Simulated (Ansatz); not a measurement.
C₂HClF₂O (`O=CC(F)(F)Cl`), one more setting.

```yaml
crystal:
  periodic: [false, false, false]
  atoms:
    - {symbol: O, position_ang: [0.255196, -1.825952, 0.434386]}
    - {symbol: C, position_ang: [0.588309, -0.700454, 0.245779]}
    - {symbol: C, position_ang: [-0.382708, 0.374517, -0.262399]}
    - {symbol: F, position_ang: [-1.531244, -0.140799, -0.665176]}
    - {symbol: F, position_ang: [0.177532, 1.027794, -1.289023]}
    - {symbol: Cl, position_ang: [-0.655258, 1.509619, 1.069166]}
    - {symbol: H, position_ang: [1.609473, -0.312725, 0.421567]}
basis:
  gaussian: {orbitals: "6-31++G**"}
hamiltonian: {xc: {name: PBE-QIDH}}
output: {forces: true}
```

```sh
$ ansatz run in.yaml --threads 4 --pin off --events-out ev --progress --plain --max-ram 10444MiB
```

It prints (some lines left out):

```
Functional definition: PBE-QIDH
  name "PBE-QIDH"
  cite "Brémond, Sancho-García, Pérez-Jiménez & Adamo, J. Chem. Phys. 141, 031101 (2014) doi:10.1063/1.4890314"
  cite "Perdew, Burke & Ernzerhof, Phys. Rev. Lett. 77, 3865 (1996) doi:10.1103/PhysRevLett.77.3865"
  parameter a = 3^(-1/3)
  parameter c = 1/3
  exchange = (1 - a)*pbe_x + a*exact_x
  correlation = (1 - c)*pbe_c + c*(mp2_os + mp2_ss)
1059 factors; integrals over basis functions are off by at most 7.7e-4 eV
mean field evaluation 1: about -22059.0730 eV, gradient 4.5e1 eV
mean field evaluation 2: about -22059.1434 eV, gradient 4.5e1 eV
mean field evaluation 4: about -22062.9090 eV, gradient 4.8e0 eV
mean field evaluation 8: about -22062.9740 eV, gradient 5.1e-1 eV
mean field evaluation 16: about -22062.9751 eV, gradient 1.2e-3 eV
mean field -22062.97507396 eV, -810.7993791464 hartree, gradient 5.0e-6 eV, S^2 0.000000; 0 other end points of the search recorded, 0 dependent functions left out
10 core orbitals not correlated: weight in the atoms' cores, before any rotation towards them, 1.000 or more for the frozen orbitals, at most 0.000 for the correlated occupied ones
reference -22062.97509572 eV, -810.7993799461 hartree; 18, 18 occupied and 96, 96 virtual orbitals, 1059 factors
second order -28.43473558 eV of doubles, -0.00000000 eV of singles
the calculation of the forces begins
Total energy: -22072.45334091 eV, -811.1476990323 hartree
Atom 0 at     0.255196    -1.825952     0.434386 Å, force    -0.249248    -0.754712     0.129172 eV/Å
Atom 1 at     0.588309    -0.700454     0.245779 Å, force     0.366849     0.915903    -0.262479 eV/Å
Atom 2 at    -0.382708     0.374517    -0.262399 Å, force     0.170006     0.080453     0.540977 eV/Å
Atom 3 at    -1.531244    -0.140799    -0.665176 Å, force    -0.127665    -0.083583    -0.051773 eV/Å
Atom 4 at     0.177532     1.027794    -1.289023 Å, force     0.062129     0.041736    -0.090642 eV/Å
Atom 5 at    -0.655258     1.509619     1.069166 Å, force    -0.012100    -0.115589    -0.235301 eV/Å
Atom 6 at     1.609473    -0.312725     0.421567 Å, force    -0.209970    -0.084208    -0.029954 eV/Å
Dipole moment:     0.302076     0.237432     0.075066 e Å
```

Hardware: 4 threads of an Intel Xeon on a shared host. Wall time 12 s, peak host memory 0.33 GiB.
